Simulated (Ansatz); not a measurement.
A calculation on 1T (CdI2-type) TiSe2 (undistorted form, which takes a superstructure on cooling) returned lattice constant a 3.580 Å, lattice parameter c 6.071 Å, equilibrium volume per atom 22.46 Å³/atom, bulk modulus 35.0 GPa, cohesive energy 4.87 eV/atom, formation enthalpy -1.084 eV/atom.

For reference: lattice constant a 3.536 Å (measured, temperature not stated, no zero-point or thermal correction; as tabulated in Björkman (2014), arXiv:1406.2436); lattice parameter c 5.996 Å (measured, temperature not stated, zero-point anharmonic expansion removed (computed with revB86b-DF2); no thermal correction; as tabulated in Björkman (2014), arXiv:1406.2436).

Task: Which level of theory produced these numbers?
A) PBEsol (Ansatz (an electronic-structure program))
B) RPBE (Ansatz)
C) LDA (Ansatz)
D) rVV10 (Ansatz)

Result: D, rVV10 (Ansatz)

The others give: RPBE 3.587 Å, 8.246 Å, 30.80 Å³/atom, 1.41 GPa, 4.23 eV/atom, -1.078 eV/atom; LDA 3.438 Å, 5.808 Å, 19.81 Å³/atom, 44.3 GPa, 5.66 eV/atom, -1.162 eV/atom; PBEsol 3.472 Å, 5.963 Å, 20.74 Å³/atom, 29.9 GPa, 5.09 eV/atom, -1.145 eV/atom.

Unless a cell is named, each level is at its own relaxed cell (LDA 19.81, PBEsol 20.75, RPBE 30.62, rVV10 22.46 Å³/atom).

Caveats: LDA has no dispersion term either, though it tends to give short spacings of layers, chains or molecules (LDA); an element that serves as reference has a cell well above its measured volume (RPBE); for a layered or molecular solid the relaxed cell lies over 5 % above the published volume, where the minimum can be shallow (RPBE); the cell comes from a level without a dispersion term, which matters for the spacing of layers, chains or molecules (RPBE, PBEsol). Ansatz's density-functional and Hartree–Fock values are scalar-relativistic unless marked +SOC, with PAW data made under PBE.
